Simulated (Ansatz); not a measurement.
# BeLiH (quintet): from Hartree-Fock to the top rungs, def2-QZVPP

An exercise on one series of results from a longer session: the logs are not shown, and one member is left open.

Computed with Ansatz 0.2.0, Gaussian basis. Level: def2-QZVPP, core rule «outside noble gas», up to 2 orbitals frozen.

To be run: UHF; ROHF; CCSD(T) on UHF.

2 further runs of the same task are left out: 2 set aside as unsound or not needed.

## The system

The geometry is a PBE0/def2-TZVP stationary point (not a proven minimum) of the parent state, kept for this charge and spin.

3 atoms, charge 0, spin multiplicity 5.

Atoms are counted from 1 here; the program's logs count them from 0.

Bond lengths: Li1–H3 1.836 Å, Be2–H3 1.407 Å. Angles: Li1–H3–Be2 97.0°.

The first run:

in.yaml

```yaml
crystal:
  periodic: [false, false, false]
  atoms:
    - {symbol: Li, position_ang: [0.000000, -0.047316, 1.389798]}
    - {symbol: Be, position_ang: [0.000000, -0.073663, -1.056032]}
    - {symbol: H, position_ang: [0.000000, 0.984461, -0.128421]}
basis:
  gaussian: {orbitals: "def2-QZVPP.json"}
magnetization: {spin_polarized: true, initial_magnetization: 4}
hamiltonian: {xc: hf}
output: {orbitals: {seedname: orbitals}}
```

The run is started by

```bash
ansatz run in.yaml --threads 1 --pin off --events-out ev --progress --plain --max-ram 2393MiB
```

Steps of the session up to this table: UHF; ROHF; CCSD(T) on UHF.

One of the session's tables, all rows but one given; the rest of the session is left out.

```
  method  from UCCSD(T) (kcal/mol)
    ROHF                    +16.82
     UHF                    +16.80
    UMP2                     +5.53
   UCCSD                         ?
UCCSD(T)                         0
```

**Question.** Estimate the row for UCCSD.

The run gave: from UCCSD(T) (kcal/mol): +0.37. In the column «from UCCSD(T) (kcal/mol)» it lies between UCCSD(T) (0) and UMP2 (+5.53).
